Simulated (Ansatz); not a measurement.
C₂H₃. The state is a doublet with charge 0. Geometry PBE0-D4/def2-TZVP, that of the charge +1 singlet; atoms count from 1.

```xyz
5

C    -0.2574    0.4016    0.1012
C     0.4020   -0.6294   -0.1568
H     0.9740   -1.5218   -0.3812
H    -0.4092    0.7425    1.1383
H    -0.7094    1.0071   -0.7014
```

The structure comes from a short search, and lower isomers may exist.

(1) Estimate the Mulliken populations from the PBE0/def2-TZVP orbitals of Ansatz.

(2) Where does the spin sit?

(3) And the Mayer bond orders between heavy atoms (over 0.3)?

Results:

(1) 
| atom | charge (e) | spin (α − β) |
| --- | --- | --- |
| C1 | -0.26 | -0.18 |
| C2 | -0.22 | 1.04 |
| H3 | 0.20 | -0.05 |
| H4 | 0.14 | 0.10 |
| H5 | 0.14 | 0.10 |
Mulliken values depend strongly on the basis.

(2) Summed by element: C 0.86, H 0.14, of 1 unpaired in all. Largest on single atoms: C2 1.04, C1 -0.18, H5 0.10.

(3) C1–C2 2.16 (1.25 Å).
